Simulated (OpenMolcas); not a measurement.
**A workflow on AlH (SMILES [AlH])**

Aim: a single-point energy (UHF/3-21G), then the energy (CASSCF(2,2)/3-21G), then a single-point energy (CASPT2(2,2)/3-21G), then a single-point energy (SC-NEVPT2(2,2)/3-21G), then the energy (MRCI(2,2)/3-21G) of AlH. 

Program for the calculation: OpenMolcas 26.06.

## Step 1: The molecule

The species is AlH (2 atoms), meant as a singlet with charge 0. SMILES: `[AlH]`. The Al1–H2 distance was set to 3.330 Å, away from the relaxed value.

## Step 2: The energy at UHF/3-21G (run 1)

File mol.xyz:

```xyz
2

Al     0.000000     0.000000    -1.690390
H      0.000000     0.000000     1.639110
```

File step1.inp:

```
* AlH Hartree-Fock

&GATEWAY
  BasLib = $CurrDir
  Coord = mol.xyz
  Basis = 3-21G
  Group = NoSym

&SEWARD

&SCF
  UHF
  Scramble = 0.25
  PrOrbitals = 1 1
```

The basis set 3-21G is read from a file made from the Basis Set Exchange's data (not shown).

On the command line:

```sh
export MOLCAS_MEM=1860
pymolcas step1.inp > step1.log
```

Standard output:

```text
--- Start Module: gateway ---
[...]
--- Stop Module: gateway /rc=_RC_ALL_IS_WELL_ ---
--- Start Module: seward ---
[...]
      Basis functions           15
--- Stop Module: seward /rc=_RC_ALL_IS_WELL_ ---
--- Start Module: scf ---
[...]
       Convergence after  34 Iterations
[...]
::    Total SCF energy                               -241.0516330695
[...]
      Total spin, S                                     0.5675577909
[...]
      Total electronic charge=   14.000000
      Total            charge=   -0.000000
[...]
      Dipole Moment (debye):
      Origin of the operator (angstrom)=    0.0000    0.0000   -1.5705
                   X= -7.6655E-07               Y= -6.6049E-07               Z= -4.9987E-01           Total=  4.9987E-01
      Quadrupole Moment (debye*angstrom):
[...]
--- Stop Module: scf /rc=_RC_ALL_IS_WELL_ ---
[...]
```

It took 2.1 s on 1 thread of Arm Neoverse V1, shared host; peak memory 0.37 GiB.

## Step 3: The energy at CASSCF(2,2)/3-21G (run 2)

mol.xyz is that of step 2.

File step2.inp:

```
* AlH CASSCF
>>> EXPORT MOLCAS_PRINT=2

&GATEWAY
  BasLib=$CurrDir
  Coord=mol.xyz
  Basis=3-21G
  Group=NoSym

&SEWARD

&RASSCF
  FileOrb=$CurrDir/step1.UnaOrb
  Spin=1
  Nactel=2 0 0
  Inactive=6
  Ras2=2
  OrbListing=Nothing
  OrbAppear=Compact
```

The basis set 3-21G is read from a file made from the Basis Set Exchange's data (not shown).

On the command line:

```sh
export MOLCAS_MEM=1860
pymolcas step2.inp > step2.log
```

Standard output:

```text
--- Start Module: gateway ---
[...]
--- Stop Module: gateway /rc=_RC_ALL_IS_WELL_ ---
--- Start Module: seward ---
[...]
      Basis functions           15
--- Stop Module: seward /rc=_RC_ALL_IS_WELL_ ---
--- Start Module: rasscf ---
[...]
      Number of active orbitals                  2
[...]
      Spin quantum number                      0.0
[...]
      Active orbitals                            2
[...]
      Number of CSFs                             3
[...]
      Number of root(s) required                 1
[...]
      Convergence after 10 iterations
[...]
      printout of CI-coefficients larger than  0.05 for root  1
      energy=    -241.062864
      conf/sym  11     Coeff  Weight
             1  20  -0.89219 0.79600
             3  02   0.45166 0.20400
      Natural orbitals and occupation numbers for root  1
      sym 1:   1.592001   0.407999
      ************************************************************************************************************************
      *                                                    Final results                                                     *
[...]
::    RASSCF root number  1 Total energy:   -241.06286440
[...]
      Total electronic charge=   14.000000
      Total            charge=   -0.000000
[...]
      Dipole Moment (debye):
      Origin of the operator (angstrom)=    0.0000    0.0000   -1.5705
                   X=  3.5121E-05               Y=  3.0237E-05               Z= -1.2744E+00           Total=  1.2744E+00
      Quadrupole Moment (debye*angstrom):
[...]
--- Stop Module: rasscf /rc=_RC_ALL_IS_WELL_ ---
[...]
```

Run time: 1.7 s. Hardware: 1 thread of Arm Neoverse V1, shared host; peak memory 0.37 GiB.

## Step 4: A single-point energy at CASPT2(2,2)/3-21G (run 3)

mol.xyz is that of step 3.

File step3.inp:

```
&gateway
 baslib
 $CurrDir
 coord
 mol.xyz
 basis
 3-21G
 group
 NoSym

&seward

&rasscf
 fileorb
 $CurrDir/step2.RasOrb
 spin
 1
 nactel
 2 0 0
 inactive
 6
 ras2
 2
 orblisting
 Nothing
 orbappear
 Compact

&caspt2
 imaginary
 0.1
 frozen
 5
```

The basis set 3-21G is read from a file made from the Basis Set Exchange's data (not shown).

On the command line:

```sh
export MOLCAS_MEM=1860
pymolcas step3.inp > step3.log
```

Standard output:

```text
--- Start Module: gateway ---
[...]
--- Stop Module: gateway /rc=_RC_ALL_IS_WELL_ ---
[...]
      Basis functions           15
[...]
--- Start Module: rasscf ---
[...]
      Number of active orbitals                  2
[...]
      Spin quantum number                      0.0
[...]
      Active orbitals                            2
[...]
      Number of CSFs                             3
[...]
      Number of root(s) required                 1
[...]
      Convergence after  4 iterations
[...]
      printout of CI-coefficients larger than  0.05 for root  1
      energy=    -241.062864
      conf/sym  11     Coeff  Weight
             1  20  -0.89219 0.79601
             3  02   0.45166 0.20399
      Natural orbitals and occupation numbers for root  1
      sym 1:   1.592013   0.407987
      ************************************************************************************************************************
      *                                                    Final results                                                     *
[...]
::    RASSCF root number  1 Total energy:   -241.06286440
[...]
      Total electronic charge=   14.000000
      Total            charge=   -0.000000
[...]
      Dipole Moment (debye):
      Origin of the operator (angstrom)=    0.0000    0.0000   -1.5705
                   X=  2.9819E-05               Y=  2.5672E-05               Z= -1.2748E+00           Total=  1.2748E+00
      Quadrupole Moment (debye*angstrom):
[...]
--- Stop Module: rasscf /rc=_RC_ALL_IS_WELL_ ---
--- Start Module: caspt2 ---
[...]
 ###    WARNING: User changed nr of frozen orbitals.                         ###
 ###############################################################################
[...]
      E2 (Variational):          -0.0183584656
      Total energy:            -241.0812228692
[...]
      Reference weight:           0.98339
[...]
::    CASPT2 Root  1     Total energy:   -241.08122287
[...]
--- Stop Module: caspt2 /rc=_RC_ALL_IS_WELL_ ---
[...]
```

Run time: 1.7 s. Hardware: 1 thread of Arm Neoverse V1, shared host; peak memory 0.37 GiB.

## Step 5: The energy at SC-NEVPT2(2,2)/3-21G (run 4)

mol.xyz is that of step 4.

File step4.input:

```
&GATEWAY
 BasLib = $CurrDir
 Coord = mol.xyz
 Basis = 3-21G
 Group = NoSym

&SEWARD

&RASSCF
 FileOrb = $CurrDir/step2.RasOrb
 Spin = 1
 Nactel = 2 0 0
 Inactive = 6
 Ras2 = 2
 OrbListing = Nothing
 OrbAppear = Compact

&CASPT2
 SC-NEVPT2
 Frozen = 5
```

The basis set 3-21G is read from a file made from the Basis Set Exchange's data (not shown).

On the command line:

```sh
export MOLCAS_MEM=1860
pymolcas step4.input > step4.log
```

Standard output:

```text
--- Start Module: gateway ---
[...]
--- Stop Module: gateway /rc=_RC_ALL_IS_WELL_ ---
[...]
      Basis functions           15
[...]
--- Start Module: rasscf ---
[...]
      Number of active orbitals                  2
[...]
      Spin quantum number                      0.0
[...]
      Active orbitals                            2
[...]
      Number of CSFs                             3
[...]
      Number of root(s) required                 1
[...]
      Convergence after  4 iterations
[...]
      printout of CI-coefficients larger than  0.05 for root  1
      energy=    -241.062864
      conf/sym  11     Coeff  Weight
             1  20  -0.89219 0.79601
             3  02   0.45166 0.20399
      Natural orbitals and occupation numbers for root  1
      sym 1:   1.592013   0.407987
      ************************************************************************************************************************
      *                                                    Final results                                                     *
[...]
::    RASSCF root number  1 Total energy:   -241.06286440
[...]
      Total electronic charge=   14.000000
      Total            charge=   -0.000000
[...]
      Dipole Moment (debye):
      Origin of the operator (angstrom)=    0.0000    0.0000   -1.5705
                   X=  2.9819E-05               Y=  2.5672E-05               Z= -1.2748E+00           Total=  1.2748E+00
      Quadrupole Moment (debye*angstrom):
[...]
--- Stop Module: rasscf /rc=_RC_ALL_IS_WELL_ ---
--- Start Module: caspt2 ---
[...]
 ###    WARNING: User changed nr of frozen orbitals.                         ###
 ###############################################################################
[...]
      E2 (Variational):          -0.0179947884
[...]
      E2 (Variational):          -0.0179883210
      Total energy:            -241.0808527245
[...]
      Reference weight:           0.98382
[...]
::    SC-NEVPT2 Root  1     Total energy:   -241.08085272
[...]
--- Stop Module: caspt2 /rc=_RC_ALL_IS_WELL_ ---
[...]
```

Wall time 1.6 s (1 thread of Arm Neoverse V1, shared host); peak memory 0.37 GiB.

## Step 6: A single-point energy at MRCI(2,2)/3-21G (run 5)

mol.xyz is that of step 5.

File step5.inp:

```
&gateway
 baslib=$CurrDir
 coord=mol.xyz
 basis=3-21G
 group=NoSym

&seward

&rasscf
 fileorb=$CurrDir/step2.RasOrb
 spin=1
 nactel=2 0 0
 inactive=6
 ras2=2
 orblisting=Nothing
 orbappear=Compact

&motra
 lumorb
 frozen=5

&guga
 electrons=4
 spin=1
 inactive=1
 active=2
 ciall=1

&mrci
 sdci
```

The basis set 3-21G is read from a file made from the Basis Set Exchange's data (not shown).

On the command line:

```sh
export MOLCAS_MEM=1860
pymolcas step5.inp > step5.log
```

Standard output:

```text
--- Start Module: gateway ---
[...]
--- Stop Module: gateway /rc=_RC_ALL_IS_WELL_ ---
[...]
      Basis functions           15
[...]
      Number of active orbitals                  2
[...]
      Spin quantum number                      0.0
[...]
      Active orbitals                            2
[...]
      Number of CSFs                             3
[...]
      Number of root(s) required                 1
[...]
      Convergence after  4 iterations
[...]
      printout of CI-coefficients larger than  0.05 for root  1
      energy=    -241.062864
      conf/sym  11     Coeff  Weight
             1  20  -0.89219 0.79601
             3  02   0.45166 0.20399
      Natural orbitals and occupation numbers for root  1
      sym 1:   1.592013   0.407987
      ************************************************************************************************************************
      *                                                    Final results                                                     *
[...]
::    RASSCF root number  1 Total energy:   -241.06286440
[...]
      Dipole Moment (debye):
      Origin of the operator (angstrom)=    0.0000    0.0000   -1.5705
                   X=  2.9819E-05               Y=  2.5672E-05               Z= -1.2748E+00           Total=  1.2748E+00
      Quadrupole Moment (debye*angstrom):
[...]
      *** WARNING: Default frozen orbitals is overwritten by user input.
      *** Default values:   2
[...]
--- Start Module: guga ---
[...]
--- Stop Module: guga /rc=_RC_ALL_IS_WELL_ ---
--- Start Module: mrci ---
[...]
       (But an ACPF correction will be computed)
       USE THE DEFAULT ACPF G-VALUE GFAC=  0.50000000000000000
[...]
                      CI ENERGY:  -241.09342925
[...]
                ACPF CORRECTION:    -0.00076342
[...]
      Total electronic charge=   14.000000
      Total            charge=    0.000000
[...]
     ACPF CORRECTION:     -0.00076342
[...]
  CI State   1     Total energy:   -241.09342925     QDav:     -0.00156595     QACPF:     -0.00076342
[...]
--- Stop Module: mrci /rc=_RC_ALL_IS_WELL_ ---
[...]
```

Wall time 1.7 s (1 thread of Arm Neoverse V1, shared host); peak memory 0.37 GiB.

## Step 7: Results

| quantity | value |
| --- | --- |
| run 1, UHF/3-21G: total energy | -241.05163 Eh |
| run 1, UHF/3-21G: dipole moment | 0.50 D |
| run 1, UHF/3-21G: HOMO energy | -5.82 eV |
| run 1, UHF/3-21G: LUMO energy | 0.58 eV |
| run 1, UHF/3-21G: HOMO–LUMO gap | 6.40 eV |
| run 1, UHF/3-21G: ⟨S²⟩ | 0.890 |
| run 2, CASSCF(2,2)/3-21G: total energy | -241.06286 Eh |
| run 2, CASSCF(2,2)/3-21G: dipole moment (CASSCF density) | 1.27 D |
| run 3, CASPT2(2,2)/3-21G: total energy | -241.08122 Eh |
| run 3, CASPT2(2,2)/3-21G: dipole moment (CASSCF density) | 1.27 D |
| run 4, SC-NEVPT2(2,2)/3-21G: total energy | -241.08085 Eh |
| run 4, SC-NEVPT2(2,2)/3-21G: dipole moment (CASSCF density) | 1.27 D |
| run 5, MRCI(2,2)/3-21G: total energy | -241.09343 Eh |
| run 5, MRCI(2,2)/3-21G: dipole moment (CASSCF density) | 1.27 D |

⟨S²⟩ (run 1, UHF/3-21G) is 0.89 where a pure singlet has 0.00: the reference is spin-contaminated.
